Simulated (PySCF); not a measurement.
## CH4O: calculation and literature

Geometry (Å), atoms numbered from 1 in this order:
```xyz
6

C    -0.329   -0.014    0.096
O     0.831   -0.445   -0.553
H    -0.225    0.027    1.199
H    -1.128   -0.736   -0.129
H    -0.680    0.981   -0.245
H     1.531    0.187   -0.368
```

Measured values that the calculation should reproduce: δ $^{13}$C C1 49.9; δ $^{1}$H H3/H4/H5 3.34 ppm (measured; solution, CD3OD, 298 K; Fulmer et al., Organometallics 2010, 29, 2176).
δ $^{13}$C C1 50.4; δ $^{1}$H H3/H4/H5 3.49 ppm (measured; solution, CDCl3, 298 K; Fulmer et al., Organometallics 2010, 29, 2176).
σ $^{13}$C C1 136.5 ppm (measured; gas, 300 K; A. A. Auer, PhD thesis, Mainz 2002 (Auer, Gauss, Stanton, JCP 2003, 118, 10407)).
δ $^{13}$C C1 50.0 ppm (measured; solution, C6D6, 298 K; Fulmer et al., Organometallics 2010, 29, 2176). Coupling constants: $^{1}J$(O2,H6) -85.0 Hz, $^{2}J$(H3,H4) -10.8 Hz, $^{2}J$(O2,H3) -7.5 Hz, $^{3}J$(H3,H6) 5.0 Hz, $^{1}J$(C1,H3) 141.0 Hz.

[PySCF 2.14.0 with density-fitted response routines: J: B3LYP/pcJ-1; PBE0-D3(BJ)/def2-SVP structure; σ from GIAO-PBE0/pcSseg-1; fast rotation and ring inversion assumed for equivalent nuclei; non-relativistic; one conformer; gas phase]

Question: Set the calculated values beside the experiment.

Answer: 
Reference values: measured (solution, CD3OD, 298 K; Fulmer et al., Organometallics 2010, 29, 2176).
| atoms | quantity | reference | computed | computed, scaled |
| --- | --- | --- | --- | --- |
| C1 | δ $^{13}$C | 49.9 | 52.5 | 50.3 |
| H3/H4/H5 | δ $^{1}$H | 3.34 | 3.52 | 3.56 |

Reference values: measured (solution, CDCl3, 298 K; Fulmer et al., Organometallics 2010, 29, 2176).
```
   atoms    quantity  reference  computed  computed, scaled
      C1  δ $^{13}$C       50.4      52.5              50.3
H3/H4/H5   δ $^{1}$H       3.49      3.52              3.56
```

Reference values: measured (gas, 300 K; A. A. Auer, PhD thesis, Mainz 2002 (Auer, Gauss, Stanton, JCP 2003, 118, 10407)).
```
atoms    quantity  reference  computed
   C1  σ $^{13}$C      136.5     131.9
```

Reference values: measured (solution, C6D6, 298 K; Fulmer et al., Organometallics 2010, 29, 2176).
```csv
atoms,quantity,reference,computed,"computed, scaled"
C1,δ $^{13}$C,50.0,52.5,50.3
```

Absolute shieldings are compared as such; zero-point and thermal motion, absent here, lowers them by some tenths of a ppm for H, a few ppm for C and up to about 10 ppm for F.

Computed shifts are σ(ref) − σ with the named reference compound (TMS for H and C) calculated as an isolated molecule at the same level. The measured values may be among those fitted. Expected solution values come from regression of measured δ (H and C: mostly CDCl3, vs TMS) on computed σ: $^{1}$H: δ = 29.85 − 0.948σ (rms 0.21 ppm, 133 shifts); $^{13}$C: δ = 178.46 − 0.972σ (rms 2.0 ppm, 209 shifts, 2.2 ppm with the 3 outliers that the fit left out). A few per cent of atoms miss by over 2 rms, more outside the fitted compound classes. H not on carbon is unscaled (vs computed TMS).

Coupling constants in Hz:
| coupling | reference | computed | source |
| --- | --- | --- | --- |
| $^{1}J$(O2,H6) | -85.0 | -70.7 | measured; Int. J. Mol. Sci. 2003, 4, 143 (spin-spin coupling constants in ethane, methanol and methylamine) |
| $^{2}J$(H3,H4) | -10.8 | -11.2 | measured; Int. J. Mol. Sci. 2003, 4, 143 (spin-spin coupling constants in ethane, methanol and methylamine) |
| $^{2}J$(O2,H3) | -7.5 | -6.6 | measured; Int. J. Mol. Sci. 2003, 4, 143 (spin-spin coupling constants in ethane, methanol and methylamine) |
| $^{3}J$(H3,H6) | 5.0 | 7.1 | measured; Int. J. Mol. Sci. 2003, 4, 143 (spin-spin coupling constants in ethane, methanol and methylamine) |
| $^{1}J$(C1,H3) | 141.0 | 143.6 | measured; liquid or solution (compiled); San Fabian, Garcia de la Vega, Suardiaz et al., Magn. Reson. Chem. 2013, 51, 775 (SI) |

Question: How far are the unscaled $^{13}$C shifts from the references?

Answer: Mean signed difference +2.40 ppm, mean absolute 2.40 ppm over 3 comparisons; the largest is +2.6 ppm at C1 (methyl carbon bonded to O).

Question: How far are the unscaled $^{1}$H shifts from the references?

Answer: Mean signed difference +0.10 ppm, mean absolute 0.10 ppm over 2 comparisons; the largest is +0.18 ppm at H3/H4/H5 (hydrogen on a methyl carbon bonded to O).

11 of the 53 published NMR values on file for this molecule are compared. The rest: values from further sources, exchangeable protons in solution, protons in aromatic solvents, other calculations.
